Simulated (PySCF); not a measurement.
# SH: bond curves at several levels of theory

An exercise on one series of results from a longer session: the logs are not shown, and one member is left open.

Method: H aug-cc-pVDZ, S aug-cc-pV(D+d)Z, no relativity; program: PySCF 2.14.0.

Set-up of the first run:

Settings of the job:

```yaml
atoms: H, S
charge: 0
basis: H aug-cc-pVDZ, S aug-cc-pV(D+d)Z
Hamiltonian: no relativity
basis_functions: 41
electrons_treated: 17
masses_in_u: 1.0078, 31.9721
levels: PBE0, PBE, r²SCAN, M06-L, PBEsol, revPBE, HSE06, HF, MP2, SCS-MP2, CCSD, CCSD(T)
grid: 80 radial by 434 angular points
occupations: held fixed by the projection of orbital angular momentum
dissociation_limit: H + S, each in its ground configuration
starting_distance_in_angstrom: 1.305
values_of_2S_to_try: 1, 3
```

Steps of the session up to this table: Set-up; The PBE0 curve of the state that the search chose; Higher solutions at PBE0; PBE (GGA); r²SCAN (meta-GGA); M06-L; PBEsol; revPBE (GGA); HSE06; UHF (mean field); MP2 and coupled cluster.

One table of the session follows, with a row left open; its other results are not shown here.

```
      level  Re (Å)  ωe (cm⁻¹)  De (eV)
        UHF   1.338       2844     2.62
    UHF-MP2   1.348       2755     3.43
UHF-SCS-MP2   1.350       2739     3.49
   UHF-CCSD       ?          ?        ?
UHF-CCSD(T)   1.355       2682     3.53
        PBE   1.365       2607     3.79
     PBEsol   1.367       2606     3.96
     revPBE   1.366       2605     3.70
     r²SCAN   1.354       2687     3.82
      M06-L   1.352       2702     3.78
       PBE0   1.353       2706     3.73
      HSE06   1.354       2703     3.72
```

Q: Estimate the row for UHF-CCSD from the others.

**Answer.** Re (Å): 1.353; ωe (cm⁻¹): 2701; De (eV): 3.49.
